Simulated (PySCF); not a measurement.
Molecule: `CC[C@H](C)OC`, C5H12O.

Molfile (atoms numbered from 1):
```
C5H12O
     RDKit          3D

 18 17  0  0  0  0  0  0  0  0999 V2000
   -2.0001   -0.6727    0.8222 C   0  0  0  0  0  0  0  0  0  0  0  0
   -1.3829    0.0482   -0.3633 C   0  0  0  0  0  0  0  0  0  0  0  0
    0.0894    0.3781   -0.1687 C   0  0  2  0  0  0  0  0  0  0  0  0
    0.6639    1.1545   -1.3446 C   0  0  0  0  0  0  0  0  0  0  0  0
    0.7637   -0.8441    0.0298 O   0  0  0  0  0  0  0  0  0  0  0  0
    2.0130   -0.7455    0.6346 C   0  0  0  0  0  0  0  0  0  0  0  0
   -3.0561   -0.9212    0.6380 H   0  0  0  0  0  0  0  0  0  0  0  0
   -1.9565   -0.0539    1.7333 H   0  0  0  0  0  0  0  0  0  0  0  0
   -1.4557   -1.6058    1.0253 H   0  0  0  0  0  0  0  0  0  0  0  0
   -1.9239    0.9860   -0.5726 H   0  0  0  0  0  0  0  0  0  0  0  0
   -1.4703   -0.5737   -1.2712 H   0  0  0  0  0  0  0  0  0  0  0  0
    0.1911    0.9944    0.7522 H   0  0  0  0  0  0  0  0  0  0  0  0
    0.5679    0.5644   -2.2692 H   0  0  0  0  0  0  0  0  0  0  0  0
    0.1291    2.1063   -1.4812 H   0  0  0  0  0  0  0  0  0  0  0  0
    1.7283    1.3912   -1.1987 H   0  0  0  0  0  0  0  0  0  0  0  0
    2.3892   -1.7663    0.7932 H   0  0  0  0  0  0  0  0  0  0  0  0
    1.9568   -0.2375    1.6184 H   0  0  0  0  0  0  0  0  0  0  0  0
    2.7532   -0.2024    0.0159 H   0  0  0  0  0  0  0  0  0  0  0  0
  1  2  1  0
  2  3  1  0
  3  4  1  0
  3  5  1  0
  5  6  1  0
  1  7  1  0
  1  8  1  0
  1  9  1  0
  2 10  1  0
  2 11  1  0
  3 12  1  1
  4 13  1  0
  4 14  1  0
  4 15  1  0
  6 16  1  0
  6 17  1  0
  6 18  1  0
M  END
```

Geometry PBE0-D3(BJ)/def2-SVP throughout; GIAO in PySCF 2.14, gas phase, one conformer, non-relativistic; equivalent atoms averaged; basis pcSseg-1.

For orientation, LDA gives these shifts δ (against TMS at the same level): C3 85.9, C4 17.5, C1 11.1, H16/H17/H18 3.51, H12 2.84, H11 1.28, H13/H14/H15 1.02, H7/H8/H9 0.96, H10 1.23 ppm.

A run gave: C3 76.7, C4 19.2, C1 12.9, H16/H17/H18 3.22, H12 2.50, H11 1.20, H13/H14/H15 1.05, H7/H8/H9 1.03, H10 1.01 ppm (shifts δ (against TMS at the same level)).

Which functional was used in that run?
A. CAM-B3LYP
B. KT3
C. BHandHLYP
D. BLYP
E. PBE

Answers

C. C3 tells them apart best: BHandHLYP gives 76.7, KT3 gives 79.0, CAM-B3LYP gives 79.8, BLYP gives 84.4, PBE gives 82.7 ppm.
